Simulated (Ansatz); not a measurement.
# PH+ (doublet): from Hartree-Fock to the top rungs, cc-pVTZ

Aim: climb from Hartree-Fock through coupled cluster and multireference methods for PH+ (doublet) at one geometry and basis, and see what each rung misses.

Program: Ansatz 0.2.0, Gaussian basis. Level of theory: cc-pVTZ, core rule «outside noble gas», up to 5 orbitals frozen. These are calculated values, not measurements.

The runs, in order: UHF; CCSD(T) on ROHF; CCSD(T) on UHF; BCCD(T) on ROHF; CISD; CCSDT(Q) on ROHF; CCSDT(Q) on UHF; CASSCF and MRCISD+Q, 5 electrons in 5 orbitals; CASSCF and NEVPT2, 5 electrons in 5 orbitals; Full CI.

8 further runs of the same task are left out: 2 that didn't finish, 6 set aside as unsound or not needed.

## Step 1: The system

The geometry is a PBE0/def2-TZVP stationary point (not a proven minimum).

2 atoms, charge 1, spin multiplicity 2.

Atoms are counted from 1 here; the program's logs count them from 0.

Bond lengths: P1–H2 1.434 Å.

In the tables R marks a restricted open-shell determinant and U an unrestricted one; 'valence' is the active space of 5 electrons in 5 orbitals; energies count from the table's Hartree-Fock row.

## Step 2: UHF

in.yaml

```yaml
crystal:
  periodic: [false, false, false]
  atoms:
    - {symbol: P, position_ang: [0.000000, 0.000000, 0.000000]}
    - {symbol: H, position_ang: [0.000000, 0.000000, 1.434200]}
basis:
  gaussian: {orbitals: cc-pVTZ}
total_charge: 1
magnetization: {spin_polarized: true, initial_magnetization: 1}
hamiltonian: {xc: hf}
output: {orbitals: {seedname: orbitals}}
```

Launch:

```sh
> ansatz run in.yaml --threads 1 --pin off --events-out ev --progress --plain --max-ram 2393MiB
```

Log:

```text
Functional definition: HF
  name "HF"
  cite "Fock, Z. Phys. 61, 126 (1930) doi:10.1007/BF01340294"
  parent pbe
  exchange = exact_x
  correlation = 0
418 factors; their error is unknown
mean field evaluation 1: about -9276.8168 eV, gradient 6.0e0 eV
mean field evaluation 2: about -9277.1107 eV, gradient 2.0e0 eV
mean field evaluation 4: about -9277.1600 eV, gradient 1.5e-1 eV
mean field evaluation 8: about -9277.5216 eV, gradient 6.3e-2 eV
mean field evaluation 16: about -9277.5077 eV, gradient 4.9e-1 eV
mean field evaluation 32: about -9277.1606 eV, gradient 9.1e-4 eV
mean field evaluation 64: about -9277.5194 eV, gradient 9.0e-2 eV
mean field evaluation 96: about -9277.5216 eV, gradient 2.6e-3 eV
mean field -9277.52206566 eV, -340.9426473825 hartree, gradient 6.1e-6 eV, S^2 0.793108; 3 other end points of the search recorded, 0 dependent functions left out
reference -9277.52206566 eV, -340.9426473825 hartree; 8, 7 occupied and 40, 41 virtual orbitals, 418 factors
Total energy: -9277.52206566 eV, -340.9426473825 hartree
```

Run time: 2.4 s. Hardware: 1 thread of AMD EPYC, shared host.

From the report: ⟨S²⟩ of the determinant 0.793 (pure doublet: 0.75).

## Step 3: CCSD(T) on ROHF

in.yaml

```yaml
crystal:
  periodic: [false, false, false]
  atoms:
    - {symbol: P, position_ang: [0.000000, 0.000000, 0.000000]}
    - {symbol: H, position_ang: [0.000000, 0.000000, 1.434200]}
basis:
  gaussian: {orbitals: cc-pVTZ}
total_charge: 1
magnetization: {spin_polarized: false, initial_magnetization: 1}
correlation: {method: ccsd_t, electrons: outside_noble_gas}
```

The command is unchanged.

Log (excerpt; [...] marks lines left out):

```text
Functional definition: HF
  name "HF"
  cite "Fock, Z. Phys. 61, 126 (1930) doi:10.1007/BF01340294"
  parent pbe
[...]
268 factors; integrals over basis functions are off by at most 1.0e-3 eV
[...]
mean field -9277.36920778 eV, -340.9370299593 hartree, gradient 2.9e-6 eV, S^2 0.750000; 2 other end points of the search recorded, 0 dependent functions left out
[...]
5 core orbitals not correlated: weight in the atoms' cores, before any rotation towards them, 1.000 or more for the frozen orbitals, at most 0.000 for the correlated occupied ones
reference -9277.36920778 eV, -340.9370299593 hartree; 3, 2 occupied and 40, 41 virtual orbitals, 268 factors
second order -2.51861705 eV of doubles, -0.08668282 eV of singles
cycle   1  -3.07525541 eV  change   -4.7e-1 eV  update   5.5e-2
[...]
cycle  10  -3.28766906 eV  change   -3.7e-6 eV  update   2.6e-6
perturbative correction -0.08993825 eV, -0.0033051696 hartree
Total energy: -9280.74681509 eV, -341.0611547384 hartree
```

Wall time 3.5 s (1 thread of AMD EPYC, shared host).

From the report: correlation -3.3776 eV; T1 0.021; largest double amplitude 0.07.

## Step 4: CCSD(T) on UHF

Changes to in.yaml since step 3:

```diff
@@ -8,3 +8,3 @@
 total_charge: 1
-magnetization: {spin_polarized: false, initial_magnetization: 1}
+magnetization: {spin_polarized: true, initial_magnetization: 1}
 correlation: {method: ccsd_t, electrons: outside_noble_gas}
```

Same command.

Log (excerpt; [...] marks lines left out):

```text
Functional definition: HF
  name "HF"
  cite "Fock, Z. Phys. 61, 126 (1930) doi:10.1007/BF01340294"
  parent pbe
[...]
268 factors; integrals over basis functions are off by at most 1.0e-3 eV
[...]
mean field -9277.52230642 eV, -340.9426562305 hartree, gradient 2.6e-6 eV, S^2 0.793113; 9 other end points of the search recorded, 0 dependent functions left out
determinant -9277.52230642 eV, -340.9426562305 hartree, with singles and doubles -9280.72233046 eV, -341.0602549449 hartree
determinant -9275.32984205 eV, -340.8620846511 hartree, with singles and doubles -9278.12344247 eV, -340.9647475728 hartree
determinant -9275.27891598 eV, -340.8602131522 hartree, with singles and doubles -9278.20848457 eV, -340.9678728124 hartree
determinant -9277.52188390 eV, -340.9426407032 hartree, with singles and doubles -9280.72938381 eV, -341.0605141507 hartree
determinant -9277.52230642 eV, -340.9426562305 hartree, with singles and doubles -9280.66178661 eV, -341.0580299995 hartree
determinant -9277.52188390 eV, -340.9426407032 hartree, with singles and doubles -9280.66264489 eV, -341.0580615406 hartree
5 core orbitals not correlated: weight in the atoms' cores, before any rotation towards them, 1.000 or more for the frozen orbitals, at most 0.000 for the correlated occupied ones
reference -9277.52188390 eV, -340.9426407032 hartree; 3, 2 occupied and 40, 41 virtual orbitals, 268 factors
second order -2.43382881 eV of doubles, -0.00000000 eV of singles
cycle   1  -3.14076025 eV  change    7.4e-7 eV  update   9.4e-7
perturbative correction -0.08498122 eV, -0.0031230023 hartree
Total energy: -9280.74762537 eV, -341.0611845157 hartree
```

Wall time 8 s (1 thread of AMD EPYC, shared host).

From the report: ⟨S²⟩ of the determinant 0.767 (pure doublet: 0.75); correlation -3.2257 eV; T1 0.016; largest double amplitude 0.07.

## Step 5: BCCD(T) on ROHF

Changes to in.yaml since step 4:

```diff
@@ -8,3 +8,3 @@
 total_charge: 1
-magnetization: {spin_polarized: true, initial_magnetization: 1}
-correlation: {method: ccsd_t, electrons: outside_noble_gas}
+magnetization: {spin_polarized: false, initial_magnetization: 1}
+correlation: {method: bccd_t, electrons: outside_noble_gas}
```

Same command.

Log (excerpt; [...] marks lines left out):

```text
Functional definition: HF
  name "HF"
  cite "Fock, Z. Phys. 61, 126 (1930) doi:10.1007/BF01340294"
  parent pbe
[...]
268 factors; integrals over basis functions are off by at most 1.0e-3 eV
[...]
mean field -9277.36920778 eV, -340.9370299593 hartree, gradient 2.9e-6 eV, S^2 0.750000; 2 other end points of the search recorded, 0 dependent functions left out
[...]
5 core orbitals not correlated: weight in the atoms' cores, before any rotation towards them, 1.000 or more for the frozen orbitals, at most 0.000 for the correlated occupied ones
reference -9277.36920778 eV, -340.9370299593 hartree; 3, 2 occupied and 40, 41 virtual orbitals, 268 factors
second order -2.51861705 eV of doubles, -0.08668282 eV of singles
cycle   1  -3.08520715 eV  change   -4.8e-1 eV  update   5.5e-2
[...]
cycle  10  -3.28823517 eV  change   -3.3e-6 eV  update   2.5e-6
perturbative correction -0.08896626 eV, -0.0032694497 hartree
Total energy: -9280.74640922 eV, -341.0611398228 hartree
```

Wall time 6 s (1 thread of AMD EPYC, shared host).

From the report: correlation -3.3772 eV; largest double amplitude 0.07.

## Step 6: CISD

Changes to in.yaml since step 5:

```diff
@@ -9,2 +9,2 @@
 magnetization: {spin_polarized: false, initial_magnetization: 1}
-correlation: {method: bccd_t, electrons: outside_noble_gas}
+correlation: {active_space: {ras: {orbitals: [2, 1, 40], electrons: 5, max_holes: 2, max_particles: 2}, fixed_orbitals: true}}
```

Same command.

Log:

```text
Functional definition: HF
  name "HF"
  cite "Fock, Z. Phys. 61, 126 (1930) doi:10.1007/BF01340294"
  parent pbe
  exchange = exact_x
  correlation = 0
268 factors; integrals over basis functions are off by at most 1.0e-3 eV
mean field evaluation 1: about -9277.1558 eV, gradient 6.6e0 eV
mean field evaluation 2: about -9277.1582 eV, gradient 6.6e0 eV
mean field evaluation 4: about -9277.3688 eV, gradient 2.8e-1 eV
mean field evaluation 8: about -9277.3692 eV, gradient 8.5e-4 eV
mean field evaluation 16: about -9277.3692 eV, gradient 1.6e-6 eV
mean field -9277.36920778 eV, -340.9370299593 hartree, gradient 2.9e-6 eV, S^2 0.750000; 2 other end points of the search recorded, 0 dependent functions left out
reference -9277.36920778 eV, -340.9370299593 hartree; 8, 7 occupied and 40, 41 virtual orbitals, 268 factors
state -9280.56957175 eV, -341.0546411658 hartree
Total energy: -9280.56957175 eV, -341.0546411658 hartree
```

Run time: 2.8 s. Hardware: 1 thread of AMD EPYC, shared host.

From the report: 5,083 determinants.

## Step 7: CCSDT(Q) on ROHF

Changes to in.yaml since step 6:

```diff
@@ -9,2 +9,2 @@
 magnetization: {spin_polarized: false, initial_magnetization: 1}
-correlation: {active_space: {ras: {orbitals: [2, 1, 40], electrons: 5, max_holes: 2, max_particles: 2}, fixed_orbitals: true}}
+correlation: {method: ccsdt_q, electrons: outside_noble_gas}
```

Same command.

Log (excerpt; [...] marks lines left out):

```text
Functional definition: HF
  name "HF"
  cite "Fock, Z. Phys. 61, 126 (1930) doi:10.1007/BF01340294"
  parent pbe
[...]
505 factors; integrals over basis functions are off by at most 2.2e-7 eV
[...]
mean field -9277.36920720 eV, -340.9370299379 hartree, gradient 2.7e-6 eV, S^2 0.750000; 2 other end points of the search recorded, 0 dependent functions left out
[...]
5 core orbitals not correlated: weight in the atoms' cores, before any rotation towards them, 1.000 or more for the frozen orbitals, at most 0.000 for the correlated occupied ones
reference -9277.36920720 eV, -340.9370299379 hartree; 3, 2 occupied and 40, 41 virtual orbitals, 505 factors
second order -2.51862762 eV of doubles, -0.08668286 eV of singles
cycle   1  -3.07525258 eV  change   -4.7e-1 eV  update   6.0e-2
[...]
cycle  14  -3.39831757 eV  change    4.4e-8 eV  update   2.7e-7
perturbative correction -0.00212188 eV, -0.0000779775 hartree
Total energy: -9280.76964664 eV, -341.0619937826 hartree
```

Wall time 31 s (1 thread of AMD EPYC, shared host).

From the report: correlation -3.4004 eV; T1 0.021; largest double amplitude 0.08.

## Step 8: CCSDT(Q) on UHF

Changes to in.yaml since step 7:

```diff
@@ -8,3 +8,3 @@
 total_charge: 1
-magnetization: {spin_polarized: false, initial_magnetization: 1}
+magnetization: {spin_polarized: true, initial_magnetization: 1}
 correlation: {method: ccsdt_q, electrons: outside_noble_gas}
```

The command is unchanged.

Log (excerpt; [...] marks lines left out):

```text
Functional definition: HF
  name "HF"
  cite "Fock, Z. Phys. 61, 126 (1930) doi:10.1007/BF01340294"
  parent pbe
[...]
505 factors; integrals over basis functions are off by at most 2.2e-7 eV
[...]
mean field -9277.52230601 eV, -340.9426562153 hartree, gradient 8.1e-6 eV, S^2 0.793112; 9 other end points of the search recorded, 0 dependent functions left out
determinant -9277.52230601 eV, -340.9426562153 hartree, with singles and doubles -9280.72233844 eV, -341.0602552380 hartree
determinant -9275.32984184 eV, -340.8620846433 hartree, with singles and doubles -9278.12344208 eV, -340.9647475586 hartree
determinant -9275.27891590 eV, -340.8602131496 hartree, with singles and doubles -9278.20848542 eV, -340.9678728437 hartree
determinant -9277.52188349 eV, -340.9426406881 hartree, with singles and doubles -9280.72939120 eV, -341.0605144224 hartree
determinant -9277.52230601 eV, -340.9426562153 hartree, with singles and doubles -9280.66178614 eV, -341.0580299822 hartree
determinant -9277.52188349 eV, -340.9426406881 hartree, with singles and doubles -9280.66264458 eV, -341.0580615294 hartree
5 core orbitals not correlated: weight in the atoms' cores, before any rotation towards them, 1.000 or more for the frozen orbitals, at most 0.000 for the correlated occupied ones
reference -9277.52188349 eV, -340.9426406881 hartree; 3, 2 occupied and 40, 41 virtual orbitals, 505 factors
second order -2.43383908 eV of doubles, -0.00000000 eV of singles
cycle   1  -2.90196444 eV  change   -4.7e-1 eV  update   6.2e-2
[...]
cycle  14  -3.24669227 eV  change    1.7e-7 eV  update   3.3e-7
perturbative correction -0.00203470 eV, -0.0000747740 hartree
Total energy: -9280.77061046 eV, -341.0620292023 hartree
```

Run time: 33 s. Hardware: 1 thread of AMD EPYC, shared host.

From the report: ⟨S²⟩ of the determinant 0.767 (pure doublet: 0.75); correlation -3.2487 eV; T1 0.016; largest double amplitude 0.08.

## Step 9: CASSCF and MRCISD+Q, 5 electrons in 5 orbitals

in.yaml

```yaml
crystal:
  periodic: [false, false, false]
  atoms:
    - {symbol: P, position_ang: [0.000000, 0.000000, 0.000000]}
    - {symbol: H, position_ang: [0.000000, 0.000000, 1.434200]}
basis:
  gaussian: {orbitals: cc-pVTZ}
total_charge: 1
magnetization: {spin_polarized: false, initial_magnetization: 1}
correlation: {method: fic_mrcisd_q, electrons: outside_noble_gas, active_space: {window: {electrons: 5, orbitals: 5}, shells: [{species: H, l: s, shell: 1}, {species: P, l: s, shell: 3}, {species: P, l: p, shell: 3}]}}
```

The command is unchanged.

Log (excerpt; [...] marks lines left out):

```text
Functional definition: HF
  name "HF"
  cite "Fock, Z. Phys. 61, 126 (1930) doi:10.1007/BF01340294"
  parent pbe
[...]
505 factors; integrals over basis functions are off by at most 2.2e-7 eV
[...]
mean field -9277.36920720 eV, -340.9370299379 hartree, gradient 2.7e-6 eV, S^2 0.750000; 2 other end points of the search recorded, 0 dependent functions left out
reference -9277.36920720 eV, -340.9370299379 hartree; 8, 7 occupied and 40, 41 virtual orbitals, 505 factors
state -9278.42907032 eV, -340.9759791892 hartree
contracted CI cycle   1: correlation 0.00000000 eV, 0.0000000000 hartree, residual 1.20e1 eV
contracted CI cycle   2: correlation -2.12013653 eV, -0.0779135803 hartree, residual 2.75e0 eV
contracted CI cycle   3: correlation -2.22672482 eV, -0.0818306278 hartree, residual 7.02e-1 eV
contracted CI cycle   4: correlation -2.23322098 eV, -0.0820693573 hartree, residual 2.01e-1 eV
contracted CI cycle   5: correlation -2.23370820 eV, -0.0820872624 hartree, residual 5.91e-2 eV
contracted CI cycle   6: correlation -2.23375212 eV, -0.0820888764 hartree, residual 1.67e-2 eV
contracted CI cycle   7: correlation -2.23375583 eV, -0.0820890126 hartree, residual 4.81e-3 eV
contracted CI cycle   8: correlation -2.23375616 eV, -0.0820890248 hartree, residual 1.50e-3 eV
contracted CI cycle   9: correlation -2.23375619 eV, -0.0820890260 hartree, residual 4.33e-4 eV
state -9278.42907032 eV, -340.9759791892 hartree; corrected -9280.76817137 eV, -341.0619395672 hartree
Total energy: -9280.76817137 eV, -341.0619395672 hartree
Checks for a lower state left out: starts, orbital_swaps
```

It took 3.6 s on 1 thread of AMD EPYC, shared host.

From the report: 24 determinants; active occupations 1.98, 1.93, 1.00, 0.06, 0.03.

## Step 10: CASSCF and NEVPT2, 5 electrons in 5 orbitals

in.yaml

```yaml
crystal:
  periodic: [false, false, false]
  atoms:
    - {symbol: P, position_ang: [0.000000, 0.000000, 0.000000]}
    - {symbol: H, position_ang: [0.000000, 0.000000, 1.434200]}
basis:
  gaussian: {orbitals: cc-pVTZ}
total_charge: 1
magnetization: {spin_polarized: false, initial_magnetization: 1}
correlation: {method: sc_nevpt2, electrons: outside_noble_gas, active_space: {window: {electrons: 5, orbitals: 5}, shells: [{species: H, l: s, shell: 1}, {species: P, l: s, shell: 3}, {species: P, l: p, shell: 3}]}}
```

Same command.

Log:

```text
Functional definition: HF
  name "HF"
  cite "Fock, Z. Phys. 61, 126 (1930) doi:10.1007/BF01340294"
  parent pbe
  exchange = exact_x
  correlation = 0
505 factors; integrals over basis functions are off by at most 2.2e-7 eV
mean field evaluation 1: about -9277.1576 eV, gradient 6.6e0 eV
mean field evaluation 2: about -9277.1584 eV, gradient 6.6e0 eV
mean field evaluation 4: about -9277.3688 eV, gradient 2.8e-1 eV
mean field evaluation 8: about -9277.3692 eV, gradient 8.2e-4 eV
mean field evaluation 16: about -9277.3692 eV, gradient 9.7e-7 eV
mean field -9277.36920720 eV, -340.9370299379 hartree, gradient 2.7e-6 eV, S^2 0.750000; 2 other end points of the search recorded, 0 dependent functions left out
reference -9277.36920720 eV, -340.9370299379 hartree; 8, 7 occupied and 40, 41 virtual orbitals, 505 factors
state -9278.42907032 eV, -340.9759791892 hartree
state -9278.42907032 eV, -340.9759791892 hartree; corrected -9280.14065124 eV, -341.0388786280 hartree
Total energy: -9280.14065124 eV, -341.0388786280 hartree
Checks for a lower state left out: starts, orbital_swaps
```

Run time: 2 s. Hardware: 1 thread of AMD EPYC, shared host.

From the report: 24 determinants; active occupations 1.98, 1.93, 1.00, 0.06, 0.03.

## Step 11: Full CI

in.yaml

```yaml
crystal:
  periodic: [false, false, false]
  atoms:
    - {symbol: P, position_ang: [0.000000, 0.000000, 0.000000]}
    - {symbol: H, position_ang: [0.000000, 0.000000, 1.434200]}
basis:
  gaussian: {orbitals: cc-pVTZ}
total_charge: 1
magnetization: {spin_polarized: false, initial_magnetization: 1}
correlation: {method: fci, electrons: outside_noble_gas}
```

The command is unchanged.

Log:

```text
Functional definition: HF
  name "HF"
  cite "Fock, Z. Phys. 61, 126 (1930) doi:10.1007/BF01340294"
  parent pbe
  exchange = exact_x
  correlation = 0
505 factors; integrals over basis functions are off by at most 2.2e-7 eV
mean field evaluation 1: about -9277.1576 eV, gradient 6.6e0 eV
mean field evaluation 2: about -9277.1584 eV, gradient 6.6e0 eV
mean field evaluation 4: about -9277.3688 eV, gradient 2.8e-1 eV
mean field evaluation 8: about -9277.3692 eV, gradient 8.2e-4 eV
mean field evaluation 16: about -9277.3692 eV, gradient 9.7e-7 eV
mean field -9277.36920720 eV, -340.9370299379 hartree, gradient 2.7e-6 eV, S^2 0.750000; 2 other end points of the search recorded, 0 dependent functions left out
mean field evaluation 32: about -9277.5078 eV, gradient 4.9e-1 eV
5 core orbitals not correlated: weight in the atoms' cores, before any rotation towards them, 1.000 or more for the frozen orbitals, at most 0.000 for the correlated occupied ones
reference -9277.36920720 eV, -340.9370299379 hartree; 3, 2 occupied and 40, 41 virtual orbitals, 505 factors
state -9280.76981794 eV, -341.0620000774 hartree
Total energy: -9280.76981794 eV, -341.0620000774 hartree
```

Run time: 72 s. Hardware: 1 thread of AMD EPYC, shared host; peak memory 0.43 GiB.

From the report: 2,785,730 determinants, symmetry B1.

## Step 12: Natural occupations

Natural occupations of the FCI state about the gap (report; correlated orbitals 1 to 10): 1.950, 1.905, 0.984, 0.055, 0.035, 0.015, 0.012, 0.011, 0.010, 0.006. The count of effectively unpaired electrons, Σ n²(2 − n)², is 1.06; a single determinant of this spin has 1.

## Step 13: All levels against the top one

The yardstick is full CI for this spin, exact in this basis with these frozen cores. Rows without a time come out of other runs: HF, MP2 and CCSD of CCSD(T), CCSDT of CCSDT(Q), CASSCF and MRCISD of the multireference runs.

Differences are taken before rounding.

```tsv
method	energy from the lowest RHF (meV)	from FCI (meV)	time
RHF	0.0	+3400.6	
UHF	-152.9	+3247.8	2.4 s
RMP2	-2605.3	+795.3	
UMP2	-2586.5	+814.1	
CISD	-3200.4	+200.2	2.8 s
RCCSD	-3287.7	+112.9	
UCCSD	-3293.4	+107.2	
RCCSD(T)	-3377.6	+23.0	3.5 s
UCCSD(T)	-3378.4	+22.2	8 s
BCCD(T)	-3377.2	+23.4	6 s
RCCSDT	-3398.3	+2.3	
UCCSDT	-3399.4	+1.2	
RCCSDT(Q)	-3400.4	+0.2	31 s
UCCSDT(Q)	-3401.4	-0.8	33 s
CASSCF valence	-1059.9	+2340.7	
NEVPT2 valence	-2771.4	+629.2	2 s
MRCISD valence	-3293.6	+107.0	
MRCISD+Q valence	-3399.0	+1.6	3.6 s
FCI	-3400.6	0	72 s
```

Among the levels timed on like hardware and quicker than the yardstick, those that no quicker one beats, quickest first: NEVPT2 valence (2 s, +629.2 meV); CISD (2.8 s, +200.2 meV); RCCSD(T) (3.5 s, +23.0 meV); MRCISD+Q valence (3.6 s, +1.6 meV); RCCSDT(Q) (31 s, +0.2 meV).

## Step 14: What came out

```
                         quantity                                                                                value
         FCI below the RHF energy                                                                           -3.4006 eV
                    RMP2 from FCI                                                                           +795.3 meV
                    UMP2 from FCI                                                                           +814.1 meV
                   RCCSD from FCI                                                                           +112.9 meV
                RCCSD(T) from FCI                                                                            +23.0 meV
                UCCSD(T) from FCI                                                                            +22.2 meV
               RCCSDT(Q) from FCI                                                                             +0.2 meV
               UCCSDT(Q) from FCI                                                                             -0.8 meV
          NEVPT2 valence from FCI                                                                           +629.2 meV
        MRCISD+Q valence from FCI                                                                             +1.6 meV
levels within 1 kcal/mol (43 meV)  RCCSD(T), UCCSD(T), BCCD(T), RCCSDT, UCCSDT, RCCSDT(Q), UCCSDT(Q), MRCISD+Q valence
                    T1 diagnostic                                                                                0.021
   effectively unpaired electrons                                                                                 1.06
```

RCCSD(T) lands +23.0 meV from the yardstick (0.7 % of the correlation energy). One determinant dominates. Of the multireference levels listed MRCISD+Q valence comes nearest in total energy (+1.6 meV), which doesn't show that its space is the better one. These misses are within one basis, not against nature; the frozen cores of restricted and unrestricted runs differ, which can shift their rows.

RCCSDT(Q) reaches 0.2 meV from the reference in 31 s, where FCI took 72 s; the quickest level in the cost chart, NEVPT2 valence, takes 2 s and misses by 629.2 meV.
